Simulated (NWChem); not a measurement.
**SiH3O2 (SMILES [O][SiH2]O): the vertical ionisation energy from total energies**

The species is SiH3O2 (6 atoms), meant as a doublet with charge 0. As SMILES, `[O][SiH2]O`. The shape is that of a PBE0-D4/def2-TZVP optimisation. This is one conformer, not always the lowest.

```xyz
6

O    -1.6719   -0.4903    0.1112
Si   -0.2055    0.1604   -0.2634
O     0.9497    0.1102    0.8885
H     0.1170   -0.7003   -1.4417
H    -0.3535    1.5942   -0.5940
H     1.2064   -0.7383    1.2531
```

Both states at this one shape; open shells run unrestricted unless said. 1 Eh = 27.2114 eV.

```tsv
level	program	doublet SiH3O2 (Eh)	singlet [SiH3O2]+ (Eh)
UPBE0/jorge-TZP	NWChem	-441.532481	-441.072882
UPBE0/jorge-DZP	NWChem	-441.476303	-441.019756
```

Task: Work out the vertical ionisation energy at each level.

Result: 
1. UPBE0/jorge-TZP: -441.072882 − (-441.532481) = 0.459599 Eh = 12.51 eV.
2. UPBE0/jorge-DZP: -441.019756 − (-441.476303) = 0.456547 Eh = 12.42 eV.

No measured value is set beside it here; the levels span 12.42 to 12.51 eV.
